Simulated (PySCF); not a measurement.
Gas-phase reaction: SiO → Si + O

Energies from PySCF, thermal terms from the rigid-rotor harmonic-oscillator model, ideal gas at 1 bar. The comparison is the NASA 1993 polynomial table, which mixes measured and estimated data. † marks an energy on the PBE0/def2-TZVP geometry and frequencies. MP2 freezes the core. Open shells (unrestricted): Si (multiplicity 3, electronic degeneracy 9), O (multiplicity 3, electronic degeneracy 9); the rest are closed-shell singlets. Spin-orbit splitting is ignored; it lowers the true energy and changes the entropy of Si, O. MP2 isn't extrapolated to the basis-set limit; its ΔH°(298 K) is 754.1 kJ in def2-SVP and 815.7 kJ in def2-TZVPP. The harmonic model lacks anharmonicity and excited electronic states, which grow with temperature; levels with a mode under 35 cm⁻¹ are left out. The table's entry may be an old estimate for SiO (not checked at source).

```json
[
 {"level": "table", "ΔH°(298 K), kJ": "799.6", "minus table": "-", "ΔG°(1000 K), kJ": "676.6"},
 {"level": "M06-2X/def2-TZVP†", "ΔH°(298 K), kJ": "792.3", "minus table": "-7.3", "ΔG°(1000 K), kJ": "668.4"},
 {"level": "MP2/def2-TZVPP†", "ΔH°(298 K), kJ": "815.7", "minus table": "16.1", "ΔG°(1000 K), kJ": "691.9"},
 {"level": "PBE/def2-TZVP†", "ΔH°(298 K), kJ": "813.8", "minus table": "14.2", "ΔG°(1000 K), kJ": "689.9"},
 {"level": "PBE0/def2-QZVP†", "ΔH°(298 K), kJ": "762.1", "minus table": "-37.5", "ΔG°(1000 K), kJ": "638.2"},
 {"level": "PBE0/def2-SVP†", "ΔH°(298 K), kJ": "731.7", "minus table": "-67.9", "ΔG°(1000 K), kJ": "607.8"},
 {"level": "LDA/def2-TZVP†", "ΔH°(298 K), kJ": "929.2", "minus table": "129.6", "ΔG°(1000 K), kJ": "805.4"},
 {"level": "ωB97X-V/def2-TZVP†", "ΔH°(298 K), kJ": "786.4", "minus table": "-13.2", "ΔG°(1000 K), kJ": "662.5"}
]
```
